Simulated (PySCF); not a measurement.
Molecule: SMILES CCS[C@H](C)F, C$_{4}$H$_{9}$FS.

Geometry (Å), atoms numbered from 1 in this order:
```xyz
15

C    -2.2474    0.3619    0.2861
C    -1.4302   -0.9090    0.1582
S     0.2204   -0.7703    0.9282
C     1.0911    0.2461   -0.3159
C     2.5880    0.1453   -0.1148
F     0.6987    1.5609   -0.2200
H    -3.2309    0.2124   -0.1559
H    -2.3697    0.6254    1.3340
H    -1.7618    1.1908   -0.2228
H    -1.9056   -1.7355    0.6856
H    -1.2797   -1.1931   -0.8843
H     0.7757   -0.0933   -1.3101
H     2.9014   -0.8880   -0.2295
H     2.8453    0.4870    0.8848
H     3.1004    0.7675   -0.8454
```

Frames of a GFN2-xTB Langevin trajectory at 300 K; GIAO PBE0/pcSseg-1 shieldings in PySCF 2.14, gas phase, non-relativistic; equivalent atoms averaged within each frame.

δ = σ(ref) − σ, references computed at the same level: TMS for ¹³C (σref 186.93), ¹H (σref 31.72); ³³S (σref 503.73) vs CS2; ¹⁹F (σref 170.95) against CFCl3. The references are static minima.

How do the shifts (ppm) fluctuate along the trajectory?

## Answers


```csv
time (fs),C4,C2,C1,C5,S3,F6,H12,H10,H11,H7/H8/H9
optimised geometry,109.2,37.7,20.8,24.5,98,-166.2,5.73,2.65,2.73,1.50
250,120.9,42.2,21.4,20.9,206,-131.9,5.65,3.36,2.97,1.96
425,106.5,41.8,22.0,25.2,90,-168.4,6.21,3.24,3.30,1.73
625,101.3,27.5,9.6,19.2,80,-166.5,5.43,2.54,2.56,1.07
800,108.9,43.5,31.5,24.4,56,-152.9,4.90,2.85,2.86,2.37
1000,112.4,36.6,23.0,21.4,142,-172.5,7.14,3.26,2.50,1.62
mean of frames,110.0,38.3,21.5,22.2,115,-158.4,5.87,3.05,2.84,1.75
standard deviation,7.3,6.6,7.8,2.5,60,16.6,0.85,0.35,0.33,0.48
```

5 frames give an uncertainty of the mean of about the standard deviation over 2.2 at best, since frames this close in time may not be independent; classical motion lacks zero-point vibration, and the reference would need the same averaging.
